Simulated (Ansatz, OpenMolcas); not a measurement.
How basis sets differ on BH2Cl (SMILES BCl)

The species is BH2Cl (4 atoms), meant as a singlet with charge 0. As SMILES, `BCl`. The shape is that of a PBE0-D4/def2-TZVP optimisation.

Each level gives the HOMO–LUMO gap (eV). The values are calculated.

| level | kind | program | value (eV) | CPU time |
| --- | --- | --- | --- | --- |
| PBE0/STO-3G | global hybrid | OpenMolcas | 7.78 | 4.1 s |
| PBE0/3-21G | global hybrid | Ansatz | 6.83 | 1.9 s |
| PBE0/def2-SVP | global hybrid | Ansatz | 6.87 | 3 s |
| PBE0/def2-TZVP | global hybrid | OpenMolcas | 6.83 | 18 s |

The values span 6.83 to 7.78 eV. Orbital gaps aren't excitation energies. Times are those of the runs behind each value, whatever else they computed, on shared processors of several kinds: orders of magnitude only.
